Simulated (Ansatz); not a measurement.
System: SO, charge 0, triplet. SO (SMILES O=S, triplet).
B3LYP-D3(BJ)/def2-TZVP minimum from Ansatz (a first-principles code):
```
O
S 1 1.4899
```
Charge 0, spin multiplicity 3.

Total energies in cc-pV(T+d)Z, 12 correlated electrons, 6 frozen orbitals. Radicals and triplets start from unrestricted determinants; spin-orbit coupling is neglected. Correlated methods leave the cores frozen. No relativity. The UHF reference of OS (O=S, triplet) is spin-contaminated (<S^2> up to 0.06 over the pure value in the sets run).

```
method    program  energy (Eh)  minus CCSDT(Q) (mEh)
--------  -------  -----------  --------------------
HF         Ansatz   -472.40709                409.93
MP2        Ansatz   -472.78297                 34.05
CCSD       Ansatz   -472.79625                 20.77
CCSD(T)    Ansatz   -472.81480                  2.22
CCSDT(Q)   Ansatz   -472.81702                  0.00
```

Rough core times of Ansatz's runs on a shared machine: CCSD(T) under 20 s, CCSDT(Q) 4 min.
